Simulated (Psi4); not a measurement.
# CCSD(T)/6-31G(d) (density fitting with cc-pvtz-jkfit, spherical functions, sweep point 4) run of SiPH5 (SMILES [SiH3]P)

Aim: the vertical ionisation energy of SiPH5 at CCSD(T)/6-31G* (density fitting with cc-pvtz-jkfit, spherical functions, sweep point 4), from 2 runs. Input form: a Python script.

Program for the calculation: Psi4 1.11.

2 further runs of the same task are left out: 2 set aside as unsound or not needed.

### 1 The molecule

The species is SiPH5 (7 atoms), meant as a singlet with charge 0. As SMILES, `[SiH3]P`. Geometry: relaxed at GFN2-xTB.

Bond lengths: Si1–P2 2.234 Å, Si1–H3 1.462 Å, Si1–H4 1.462 Å, Si1–H5 1.465 Å, P2–H6 1.383 Å, P2–H7 1.383 Å. Angles: Si1–P2–H6 95.7°, Si1–P2–H7 95.8°, P2–Si1–H3 106.9°, P2–Si1–H4 106.8°, P2–Si1–H5 113.1°, H6–P2–H7 92.2°, H3–Si1–H4 111.1°, H3–Si1–H5 109.5°, H4–Si1–H5 109.5°.

### 2 A single-point energy at CCSD(T)/6-31G(d) (density fitting with cc-pvtz-jkfit, spherical functions, sweep point 4)

Input file run.py:

```python
import psi4

psi4.set_memory('1600 MB')
psi4.set_num_threads(1)
psi4.core.set_output_file('h5psi.out', False)

molecule = psi4.geometry("""
Si    -1.21099319    -0.68323048    -0.74818037
P      2.00558523    -0.01723430     1.90423922
H     -3.44969504    -1.13939147     0.80566584
H     -0.56487693    -2.91836075    -2.23862626
H     -1.68282001     1.45302931    -2.44466310
H      1.25606316     2.38150845     2.62127690
H      3.64671789     0.92367923     0.10026887
units au
symmetry c1
""")

options = {'basis': '6-31G*', 'puream': True, 'scf_type': 'df', 'num_frozen_docc': 10, 'df_basis_scf': 'cc-pvtz-jkfit'}
psi4.set_options(options)

E, wfn = psi4.energy('ccsd(t)', molecule=molecule, return_wfn=True)
print(f'total energy {E:.8f} hartree = {E * 27.211386:.5f} eV')
```

The run is started by

```sh
python run.py
```

h5psi.out (excerpt; [...] marks lines left out):

```text
[...]
  Running in c1 symmetry.
[...]
  Nuclear repulsion =   91.502975548906178
[...]
  Multiplicity = 1
[...]
  Nalpha       = 17
  Nbeta        = 17
[...]
    Number of basis functions: 46
[...]
   @DF-RHF iter   1:  -632.49170412629849   -4.59261e-01   3.75355e-03 DIIS/ADIIS
[...]
   @DF-RHF iter  10:  -632.53086082082075   -3.29692e-12   6.16653e-09 DIIS
[...]
    Orbital Energies [Eh]
    ---------------------
    Doubly Occupied:
       1A    -79.909503     2A    -68.761246     3A     -7.472236
       4A     -6.128244     5A     -5.365660     6A     -5.365031
       7A     -5.363797     8A     -4.233319     9A     -4.233285
      10A     -4.233119    11A     -0.867776    12A     -0.709558
      13A     -0.541164    14A     -0.505853    15A     -0.488051
      16A     -0.449636    17A     -0.366028
[...]
  @DF-RHF Final Energy:  -632.53086082082075
   => Energetics <=
    Nuclear Repulsion Energy =             91.5029755489061785
    One-Electron Energy =               -1058.0806572647570647
    Two-Electron Energy =                 334.0468208950301801
    Total Energy =                       -632.5308608208206351
[...]
 Multipole Moments:
 ------------------------------------------------------------------------------------
     Multipole            Electronic (a.u.)      Nuclear  (a.u.)        Total (a.u.)
 ------------------------------------------------------------------------------------
 L = 1.  Multiply by 2.5417464519 to convert [e a0] to [Debye]
 Dipole X            :          2.0720573           -2.2444638           -0.1724065
 Dipole Y            :         -0.7042756            0.9415574            0.2372818
 Dipole Z            :          2.3656783           -2.6650463           -0.2993680
 Magnitude           :                                                    0.4191036
[...]
      * MP2 total energy                      = -632.710502453558092
[...]
      * CCSD total energy                     = -632.752071911608596
[...]
      * CCSD(T) total energy                  = -632.757767801382215
```

On the terminal:

```text
total energy -632.75776780 hartree = -17218.21586 eV
```

Run time: 4.2 s. Hardware: 1 thread of Intel Xeon Platinum 8488C (Sapphire Rapids), shared host; peak memory 0.21 GiB.

### 3 The doublet cation at the same level

Input file run.py:

```python
import psi4

psi4.set_memory(1600000000)
psi4.set_num_threads(1)
psi4.core.set_output_file('output.dat', False)

mol = psi4.geometry("""
1 2
Si    -1.21099319    -0.68323048    -0.74818037
P      2.00558523    -0.01723430     1.90423922
H     -3.44969504    -1.13939147     0.80566584
H     -0.56487693    -2.91836075    -2.23862626
H     -1.68282001     1.45302931    -2.44466310
H      1.25606316     2.38150845     2.62127690
H      3.64671789     0.92367923     0.10026887
units au
symmetry c1
""")

options = {'basis': '6-31G*', 'reference': 'uhf', 'puream': True, 'scf_type': 'df', 'num_frozen_docc': 10, 'df_basis_scf': 'cc-pvtz-jkfit', 'maxiter': 150}
psi4.set_options(options)

result = psi4.energy('ccsd(t)', molecule=mol)
print('E =', round(result, 9))
```

The run is started by

```sh
python run.py
```

output.dat (excerpt; [...] marks lines left out):

```text
[...]
  Running in c1 symmetry.
[...]
  Nuclear repulsion =   91.502975548906178
[...]
  Multiplicity = 2
[...]
  Nalpha       = 17
  Nbeta        = 16
[...]
    Number of basis functions: 46
[...]
   @DF-UHF iter   1:  -632.14389922570865   -1.11456e-01   4.68730e-03 ADIIS/DIIS
[...]
   @DF-UHF iter  15:  -632.20838388326877   -2.61480e-12   8.23305e-09 DIIS
[...]
   @S^2 Observed:                7.586192402E-01
[...]
    Orbital Energies [Eh]
    ---------------------
    Alpha Occupied:
       1A    -80.229526     2A    -68.978895     3A     -7.792989
       4A     -6.346599     5A     -5.695618     6A     -5.683338
       7A     -5.682106     8A     -4.453678     9A     -4.450325
      10A     -4.450174    11A     -1.167790    12A     -0.929185
      13A     -0.804282    14A     -0.758037    15A     -0.694799
      16A     -0.683587    17A     -0.682742
    Alpha Virtual:
      18A     -0.089251    19A     -0.086089    20A     -0.042019
      21A     -0.013487    22A     -0.007457    23A      0.081713
      24A      0.135810    25A      0.187117    26A      0.189226
[...]
  @DF-UHF Final Energy:  -632.20838388326877
   => Energetics <=
    Nuclear Repulsion Energy =             91.5029755489061785
    One-Electron Energy =               -1049.3588475298779485
    Two-Electron Energy =                 325.6474880977029329
    Total Energy =                       -632.2083838832688798
  UHF NO Occupations:
  HONO-2 :   15  A 1.9993114
  HONO-1 :   16  A 1.9970930
[...]
 Multipole Moments:
 ------------------------------------------------------------------------------------
     Multipole            Electronic (a.u.)      Nuclear  (a.u.)        Total (a.u.)
 ------------------------------------------------------------------------------------
 L = 1.  Multiply by 2.5417464519 to convert [e a0] to [Debye]
 Dipole X            :          2.9616047           -2.2444638            0.7171409
 Dipole Y            :         -0.6065379            0.9415574            0.3350194
 Dipole Z            :          3.1495531           -2.6650463            0.4845068
 Magnitude           :                                                    0.9280496
[...]
      * MP2 total energy                      = -632.367558990374619
[...]
      * CCSD total energy                     = -632.410004207705015
[...]
      * CCSD(T) total energy                     = -632.415144811668824
```

Standard output:

```text
E = -632.415144812
```

Run time: 6.3 s. Hardware: 1 thread of Intel Xeon Platinum 8488C (Sapphire Rapids), shared host; peak memory 0.22 GiB.

### 4 Outcome

Level: CCSD(T)/6-31G* (density fitting with cc-pvtz-jkfit, spherical functions, sweep point 4), 10 core orbitals frozen.

```
                                                                  quantity          value
                                               singlet SiPH5: total energy  -632.75777 Eh
                        singlet SiPH5: HOMO energy (Hartree–Fock orbitals)       -9.96 eV
                        singlet SiPH5: LUMO energy (Hartree–Fock orbitals)        3.61 eV
                      singlet SiPH5: HOMO–LUMO gap (Hartree–Fock orbitals)       13.57 eV
               singlet SiPH5: correlation energy (10 core orbitals frozen)     -226.9 mEh
                                             singlet SiPH5: (T) correction      -5.70 mEh
                                              singlet SiPH5: T1 diagnostic          0.013
                                              doublet cation: total energy  -632.41514 Eh
doublet cation: HOMO energy (Hartree–Fock orbitals) (highest over α and β)      -18.29 eV
 doublet cation: LUMO energy (Hartree–Fock orbitals) (lowest over α and β)       -7.69 eV
              doublet cation: correlation energy (10 core orbitals frozen)     -206.7 mEh
                                            doublet cation: (T) correction      -5.14 mEh
                         doublet cation: ⟨S²⟩ of the reference determinant          0.759
                                             doublet cation: T1 diagnostic          0.024
                        vertical ionisation energy (to the doublet cation)       9.323 eV
```

Removing an electron at fixed nuclei costs 9.32 eV (215 kcal/mol). The triples (singlet SiPH5) make up 2.5 % of the correlation energy. The triples (doublet cation) make up 2.5 % of the correlation energy.
